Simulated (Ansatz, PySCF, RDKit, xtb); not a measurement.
# Which structure has the formula C2HF?, part 2 of 2

Only the formula C2HF is given. Aim: find the structure of lowest free energy at 200 K, then its properties.

xtb, Ansatz and PySCF; isolated molecules. Earlier steps stand in the parts before.

## (14) Electronic excitations (TD-CAM-B3LYP/def2-SVPD)

An in-house driver calls PySCF's response routines at TD-CAM-B3LYP/def2-SVPD; it has no typed input.

Log:

```text
coarse grid: 3880 points
cycle   1  E = -176.2887381883  dE =  3.884e-01  |g| = 4.098e-01  |ddm| = 5.599e+00
cycle   2  E = -176.2699750495  dE =  1.876e-02  |g| = 4.962e-01  |ddm| = 1.175e+00
cycle   3  E = -176.3219532540  dE = -5.198e-02  |g| = 8.750e-02  |ddm| = 6.791e-01
cycle   4  E = -176.3237423677  dE = -1.789e-03  |g| = 3.226e-02  |ddm| = 1.058e-01
cycle   5  E = -176.3239151075  dE = -1.727e-04  |g| = 6.816e-03  |ddm| = 5.637e-02
cycle   6  E = -176.3239242863  dE = -9.179e-06  |g| = 1.220e-03  |ddm| = 3.145e-02
final grid: 39392 points
cycle   7  E = -176.3514501742  dE = -9.276e-06  |g| = 9.992e-04  |ddm| = 4.778e-02
cycle   8  E = -176.3514499520  dE =  2.223e-07  |g| = 1.429e-03  |ddm| = 2.943e-03
cycle   9  E = -176.3514504397  dE = -4.877e-07  |g| = 1.260e-04  |ddm| = 1.642e-03
cycle  10  E = -176.3514504440  dE = -4.321e-09  |g| = 4.368e-05  |ddm| = 2.399e-04
cycle  11  E = -176.3514504443  dE = -2.984e-10  |g| = 1.446e-05  |ddm| = 4.104e-05
converged SCF energy = -176.3514504443

Static polarisability (au): isotropic 23.399, principal 18.279 18.279 33.640

Singlet excitations
state   eV       nm        f      main configurations
  1   6.9305    178.9   0.00000   H->L+2 0.29, H-1->L+3 0.29, H->L+3 0.19
  2   7.1096    174.4   0.04418   H->L 0.91
  3   7.1096    174.4   0.04418   H-1->L 0.91
  4   7.2027    172.1   0.00000   H-1->L+2 0.45, H->L+3 0.45
  5   7.2027    172.1   0.00000   H-1->L+3 0.45, H->L+2 0.45
  6   8.7484    141.7   0.00669   H->L+1 0.95
  7   8.7484    141.7   0.00669   H-1->L+1 0.95
  8   9.6409    128.6   0.04393   H->L+4 0.88, H->L+7 0.09

Triplet excitations (Tamm-Dancoff, eV): 5.6414 6.2128 6.2128
```

Wall time 2.7 s (1 thread of Arm Neoverse V2, shared host).

The roots found:

```csv
excited state,energy (eV),strength
1,6.931,0.0000
2,7.110,0.0442
3,7.110,0.0442
4,7.203,0.0000
5,7.203,0.0000
6,8.748,0.0067
7,8.748,0.0067
8,9.641,0.0439
```

## (15) NMR shieldings (GIAO PBE0/pcSseg-1)

An in-house driver calls PySCF's response routines at GIAO PBE0/pcSseg-1; it has no typed input.

Log:

```text
coarse grid: 3880 points
cycle   1  E = -176.2756152355  dE =  4.046e-01  |g| = 4.273e-01  |ddm| = 1.861e+00
cycle   2  E = -176.2111027245  dE =  6.451e-02  |g| = 6.566e-01  |ddm| = 5.816e-01
cycle   3  E = -176.3051284531  dE = -9.403e-02  |g| = 1.628e-01  |ddm| = 4.532e-01
cycle   4  E = -176.3115291919  dE = -6.401e-03  |g| = 3.699e-02  |ddm| = 1.290e-01
cycle   5  E = -176.3117059095  dE = -1.767e-04  |g| = 8.732e-03  |ddm| = 2.360e-02
cycle   6  E = -176.3117202116  dE = -1.430e-05  |g| = 1.996e-03  |ddm| = 7.738e-03
cycle   7  E = -176.3117211537  dE = -9.421e-07  |g| = 1.430e-04  |ddm| = 1.396e-03
final grid: 39392 points
cycle   8  E = -176.3357609273  dE = -9.520e-06  |g| = 2.483e-03  |ddm| = 9.268e-03
cycle   9  E = -176.3357610420  dE = -1.147e-07  |g| = 2.602e-03  |ddm| = 3.814e-03
cycle  10  E = -176.3357624793  dE = -1.437e-06  |g| = 6.002e-04  |ddm| = 1.979e-03
cycle  11  E = -176.3357625295  dE = -5.020e-08  |g| = 5.223e-05  |ddm| = 3.813e-04
cycle  12  E = -176.3357625299  dE = -3.505e-10  |g| = 1.100e-05  |ddm| = 3.976e-05
converged SCF energy = -176.3357625299

GIAO shielding tensors (ppm)
atom      isotropic    diamagn.    paramagn.     s11        s22        s33       span
  0 C       88.052     259.848    -171.796    -10.751    -10.751    285.659    296.411
  1 C      167.670     259.997     -92.327    111.155    111.155    280.700    169.545
  2 F      387.005     471.901     -84.897    336.070    336.070    488.874    152.804
  3 H       29.791      29.927      -0.136     24.552     24.552     40.269     15.716
```

It took 1.9 s on 1 thread of Arm Neoverse V2, shared host.

Isotropic shieldings, averaged over atoms that the bond graph makes equivalent (absolute, not shifts):

```csv
atoms,shielding (ppm)
C1,88.1
C2,167.7
F3,387.0
H4,29.79
```

## (16) The cation at the same geometry (PBE0/def2-TZVPD)

The input, input.yaml:

```yaml
crystal:
  periodic: [false, false, false]
  atoms:
    - {symbol: C, position_ang: [0.000000, 0.000000, -0.555225]}
    - {symbol: C, position_ang: [0.000000, 0.000000, 0.660987]}
    - {symbol: F, position_ang: [0.000000, 0.000000, -1.844609]}
    - {symbol: H, position_ang: [0.000000, 0.000000, 1.738847]}
basis:
  gaussian: {orbitals: def2-TZVPD}
total_charge: 1
magnetization: {spin_polarized: true, initial_magnetization: 1}
hamiltonian: {xc: {name: PBE0}}
```

Launch:

```sh
$ ansatz run input.yaml --threads 1 --pin off --max-ram 2610MiB --events-out events.jsonl --progress --plain --runs-dir runs
```

Log:

```text
Warning: RAYON_NUM_THREADS=1 ignored (pool sized by the plan → 1); use --threads N
Functional definition: PBE0
  name "PBE0"
  parameter a = 0.25
  parameter kappa = 0.804
  parameter beta = 0.06672455060314922
  exchange = (1 - a)*pbe_x(kappa = kappa, mu = beta*pi^2/3) + a*exact_x
  correlation = pbe_c(beta = beta)
596 factors; their error is unknown
mean field evaluation 1: about -4785.0980 eV, gradient 4.0e1 eV
mean field evaluation 2: about -4779.5501 eV, gradient 5.9e1 eV
mean field evaluation 4: about -4789.6325 eV, gradient 1.8e0 eV
mean field evaluation 8: about -4789.6552 eV, gradient 3.0e-1 eV
mean field evaluation 16: about -4789.6554 eV, gradient 6.5e-5 eV
mean field -4789.65541702 eV, -176.0165900306 hartree, gradient 6.5e-5 eV, S^2 0.752587; 0 other end points of the search recorded, 0 dependent functions left out
reference -4789.65544194 eV, -176.0165909464 hartree; 11, 10 occupied and 112, 113 virtual orbitals, 596 factors
Total energy: -4789.65544194 eV, -176.0165909464 hartree
```

Run time: 3.6 s. Hardware: 1 thread of Arm Neoverse V2, shared host.

Difference from the parent: 11.12 eV.

## (17) The anion at the same geometry (PBE0/def2-TZVPD)

input.yaml: that of step 16 with these lines changed.

```diff
@@ -8,5 +8,11 @@
 basis:
-  gaussian: {orbitals: def2-TZVPD}
-total_charge: 1
-magnetization: {spin_polarized: true, initial_magnetization: 1}
-hamiltonian: {xc: {name: PBE0}}
+  gaussian:
+    orbitals: def2-TZVPD
+total_charge: -1
+magnetization:
+  spin_polarized: true
+  initial_magnetization: 1
+hamiltonian:
+  xc: {name: PBE0}
+scf:
+  lower_state_search: off
```

Launch:

```sh
$ ansatz run input.yaml --threads 1 --pin off --max-ram 2610MiB --events-out events.jsonl --progress --plain --runs-dir runs
```

Log, cut to the lines that bear on the results:

```text
Warning: RAYON_NUM_THREADS=1 ignored (pool sized by the plan → 1); use --threads N
Functional definition: PBE0
  name "PBE0"
[...]
596 factors; their error is unknown
[...]
a density is far from that of the atoms, so the factors are made again for it
859 factors; integrals over basis functions are off by at most 1.2e-3 eV
[...]
mean field -4799.65750032 eV, -176.3841598121 hartree, gradient 2.0e-6 eV, S^2 0.750206; 0 other end points of the search recorded, 0 dependent functions left out
reference -4799.65752368 eV, -176.3841606706 hartree; 12, 11 occupied and 111, 112 virtual orbitals, 859 factors
Total energy: -4799.65752368 eV, -176.3841606706 hartree
Checks for a lower state left out: stability, starts, cluster_reference, orbital_swaps, neighbouring_geometries, increment
```

It took 3.9 s on 1 thread of Arm Neoverse V2, shared host.

Parent less the species with the added electron: -1.12 eV. The extra electron isn't bound at this geometry, so the number measures the basis, not the molecule.

## (18) The triplet at the same geometry (PBE0/def2-TZVPD)

The input, input.yaml:

```yaml
crystal:
  periodic: [false, false, false]
  atoms:
    - symbol: C
      position_ang: [0.000000, 0.000000, -0.555225]
    - symbol: C
      position_ang: [0.000000, 0.000000, 0.660987]
    - symbol: F
      position_ang: [0.000000, 0.000000, -1.844609]
    - symbol: H
      position_ang: [0.000000, 0.000000, 1.738847]
basis:
  gaussian:
    orbitals: def2-TZVPD
magnetization:
  spin_polarized: true
  initial_magnetization: 2
hamiltonian:
  xc: pbe0
```

Launch:

```sh
$ ansatz run input.yaml --threads 1 --pin off --max-ram 2610MiB --events-out events.jsonl --progress --plain --runs-dir runs
```

Log:

```text
Warning: RAYON_NUM_THREADS=1 ignored (pool sized by the plan → 1); use --threads N
Functional definition: PBE0
  name "PBE0"
  parameter a = 0.25
  parameter kappa = 0.804
  parameter beta = 0.06672455060314922
  exchange = (1 - a)*pbe_x(kappa = kappa, mu = beta*pi^2/3) + a*exact_x
  correlation = pbe_c(beta = beta)
596 factors; their error is unknown
mean field evaluation 1: about -4789.9426 eV, gradient 2.9e1 eV
mean field evaluation 2: about -4783.4376 eV, gradient 4.5e1 eV
mean field evaluation 4: about -4794.1242 eV, gradient 4.0e0 eV
mean field evaluation 8: about -4794.1855 eV, gradient 3.8e-2 eV
mean field evaluation 16: about -4794.1952 eV, gradient 1.9e-2 eV
mean field evaluation 32: about -4789.9426 eV, gradient 2.9e1 eV
mean field evaluation 64: about -4794.8611 eV, gradient 1.8e0 eV
mean field -4794.92842653 eV, -176.2103695558 hartree, gradient 2.6e-5 eV, S^2 2.007987; 7 other end points of the search recorded, 0 dependent functions left out
reference -4794.92845946 eV, -176.2103707661 hartree; 12, 10 occupied and 111, 113 virtual orbitals, 596 factors
Total energy: -4794.92845946 eV, -176.2103707661 hartree
```

Run time: 30 s. Hardware: 1 thread of Arm Neoverse V2, shared host.

It lies 5.85 eV above the singlet.

## (19) Stability of the closed-shell solution (PBE0/def2-SVP)

The input, geometry.xyz:

```xyz
4
C2HF
C      0.000000     0.000000    -0.555225
C      0.000000     0.000000     0.660987
F      0.000000     0.000000    -1.844609
H      0.000000     0.000000     1.738847
```

The input, calc.py:

```python
from pyscf import gto, dft

mol = gto.M(
    atom='geometry.xyz',
    spin=0,
    basis='def2-svp',
    verbose=3,
    max_memory=1860,
)

mf = dft.RKS(mol, xc='pbe0')
mf = mf.density_fit(auxbasis='def2-universal-jkfit')
mf.max_cycle = 100
mf.grids.level = 3
mf.kernel()
if not mf.converged:
    mf = mf.newton().run(mf.mo_coeff, mf.mo_occ)

e_final = mf.e_tot
print('E = %.10f Eh' % e_final)
mo_i, mo_e, stable_i, stable_e = mf.stability(internal=True, external=True, return_status=True)
print('stable: internal', stable_i, 'external', stable_e)
```

Launch:

```sh
$ OMP_NUM_THREADS=1 python calc.py
```

Log:

```text
converged SCF energy = -176.217987576068
E = -176.2179875761 Eh
<class 'pyscf.df.df_jk.DFRKS'> wavefunction is stable in the internal stability analysis
<class 'pyscf.df.df_jk.DFRKS'> wavefunction is stable in the real -> complex stability analysis
<class 'pyscf.df.df_jk.DFRKS'> wavefunction is stable in the RHF/RKS -> UHF/UKS stability analysis
stable: internal True external True
```

Run time: 12 s. Hardware: 1 thread of Arm Neoverse V2, shared host.

## (20) Summary of results

What follows sums up all 2 parts.

```
                                                       quantity                                                                   value
                                         lowest structure found                                                      C#CF, singlet, C∞v
                                                  next finalist                        [CH][C][F] ‡, triplet, 66.3 kcal/mol higher in G
                      share at equilibrium, among the finalists                                                                 100.0 %
                                                         funnel  10 starts, 2 minima at GFN2-xTB, 3 screening runs, 3 relaxed, 3 ranked
                                           CPU time of all runs                                                                   8 min
harmonic wavenumbers, lowest and highest (BLYP-D3(BJ)/def2-SVP)                                                       380 and 3415 cm⁻¹
                            rotational constants, same geometry                                                              0.316 cm⁻¹
                                dipole moment (PBE0/def2-TZVPD)                                                                  0.68 D
                                  HOMO energy (PBE0/def2-TZVPD)                                                                -8.30 eV
                                  LUMO energy (PBE0/def2-TZVPD)                                                                 0.06 eV
                                HOMO–LUMO gap (PBE0/def2-TZVPD)                                                                 8.36 eV
                     lowest excitation (TD-CAM-B3LYP/def2-SVPD)                                                     6.93 eV (f = 0.000)
            lowest triplet excitation, same level, Tamm-Dancoff                                                                 5.64 eV
                                     vertical ionisation energy                                                                11.12 eV
                                     vertical electron affinity                      -1.12 eV (unbound: the value depends on the basis)
                                  vertical triplet less singlet                                                                +5.85 eV
```

`C#CF` comes out lowest. The margin of 66.3 kcal/mol over the next finalist is beyond the usual error of the last level; it says nothing of structures that weren't ranked. r2SCAN-D4/def2-SVP, BLYP-D3(BJ)/def2-SVP, HF/def2-TZVPP and MP2/def2-TZVPP already put its bonding pattern lowest among the structures in one piece. The largest share of the time went into the relaxations (33 %). A large T1 diagnostic among the finalists warns that one reference determinant may not suffice. It concerns: the finalist [C]=CF (triplet). Measured dipole moment: 0.73 D (NIST CCCBDB Release 22 (SRD 101), experimental dipoles); the calculated dipole moment, 0.68 D, differs by -0.05 D. Lowest found is not proven lowest: the search is finite, and each finalist counts with one conformer.

‡ marks the bonded skeleton alone, with all bonds drawn single: no Lewis structure was assigned that passes a check against the bond lengths.
